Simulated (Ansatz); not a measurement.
Conformers of C$_{8}$H$_{18}$, SMILES `CCCCCC(C)C`, each relaxed with PBE0-D4/def2-TZVP in Ansatz. CBS adds the triple-zeta coupled-cluster correction to the MP2 limit.

Not all of them had a frequency check.

Conformer A:

Z-matrix (Å, degrees):
```
C
C 1 1.519
H 1 1.094 2 111.1
H 1 1.094 2 111.1 3 -119.5
H 1 1.092 2 111.7 3 120.2
C 2 1.520 1 113.1 3 59.8
H 2 1.096 1 109.6 3 -178.2
H 2 1.096 1 109.7 3 -62.3
C 6 1.520 2 113.1 1 179.6
H 6 1.098 2 109.3 1 -58.3
H 6 1.096 2 108.9 1 56.9
C 9 1.523 6 114.4 2 175.6
H 9 1.096 6 108.8 2 54.2
H 9 1.096 6 109.2 2 -60.6
C 12 1.528 9 116.1 6 59.6
H 12 1.097 9 108.8 6 -62.9
H 12 1.098 9 108.9 6 -177.9
C 15 1.522 12 112.2 9 58.0
C 15 1.522 12 110.0 9 -178.4
H 15 1.097 12 108.2 9 -61.1
H 18 1.095 15 110.7 12 58.5
H 18 1.092 15 112.1 12 -61.8
H 18 1.093 15 111.0 12 177.9
H 19 1.093 15 111.4 12 177.4
H 19 1.093 15 111.4 12 56.8
H 19 1.095 15 110.7 12 -62.9
```

Conformer B:

Z-matrix (Å, degrees):
```
C
C 1 1.521
H 1 1.092 2 111.3
H 1 1.094 2 110.9 3 119.8
H 1 1.092 2 111.9 3 -120.1
C 2 1.523 1 113.9 3 -176.4
H 2 1.097 1 109.5 3 61.1
H 2 1.095 1 109.1 3 -54.6
C 6 1.522 2 114.0 1 -64.8
H 6 1.097 2 109.1 1 173.4
H 6 1.096 2 108.8 1 58.2
C 9 1.523 6 114.0 2 -173.5
H 9 1.094 6 110.0 2 63.0
H 9 1.097 6 108.7 2 -52.3
C 12 1.528 9 116.0 6 -60.0
H 12 1.098 9 109.0 6 177.6
H 12 1.097 9 108.9 6 62.4
C 15 1.522 12 110.0 9 178.7
C 15 1.522 12 112.2 9 -57.7
H 15 1.097 12 108.2 9 61.4
H 18 1.093 15 111.4 12 -177.4
H 18 1.095 15 110.7 12 62.9
H 18 1.093 15 111.3 12 -56.8
H 19 1.093 15 110.9 12 -178.0
H 19 1.092 15 112.1 12 61.7
H 19 1.095 15 110.7 12 -58.6
```

Conformer C:

```xyz
26

C    -2.320   -1.950    1.913
C    -1.503   -2.524    0.766
C    -1.118   -1.501   -0.295
C    -0.187   -0.404    0.199
C     0.232    0.549   -0.908
C     1.080    1.735   -0.457
C     1.308    2.695   -1.616
C     2.409    1.301    0.143
H    -3.231   -1.471    1.543
H    -2.619   -2.732    2.615
H    -1.759   -1.202    2.477
H    -2.073   -3.329    0.289
H    -0.593   -2.991    1.162
H    -0.636   -2.019   -1.132
H    -2.028   -1.045   -0.705
H    -0.674    0.170    0.996
H     0.696   -0.868    0.652
H     0.783   -0.007   -1.679
H    -0.670    0.932   -1.401
H     0.515    2.270    0.319
H     1.880    3.572   -1.302
H     1.869    2.204   -2.419
H     0.362    3.044   -2.038
H     2.277    0.673    1.027
H     3.006    2.167    0.440
H     2.993    0.731   -0.588
```

Task: Which is lowest in electronic energy at CCSD(T)/CBS (frozen core, def2 sets), and by how much? (Best estimate.)

Result: Computed: A; B lies 2.1 kJ/mol higher, C lies 1.1 kJ/mol higher. Gaps under about 2 kJ/mol don't settle the order.

Task: Give the energies relative to A (kJ/mol) with r2SCAN-D4/def2-TZVPP, B3LYP-D4/def2-TZVPP, ωB97M-V/def2-TZVPP, B2PLYP/def2-TZVPP, CCSD(T)/def2-TZVPP, MP2/def2-QZVPP, HF/CBS(def2). (Best estimate.)

Result: The calculation gave: 
```
               level    B     C
r2SCAN-D4/def2-TZVPP  2.4   1.3
 B3LYP-D4/def2-TZVPP  2.0   1.0
  ωB97M-V/def2-TZVPP  1.9   1.3
   B2PLYP/def2-TZVPP  3.1   0.5
  CCSD(T)/def2-TZVPP  1.9   1.4
      MP2/def2-QZVPP  1.8   1.6
        HF/CBS(def2)  4.9  -0.1
```

B3LYP here is the variant with VWN-RPA as its local correlation; programs differ in this.
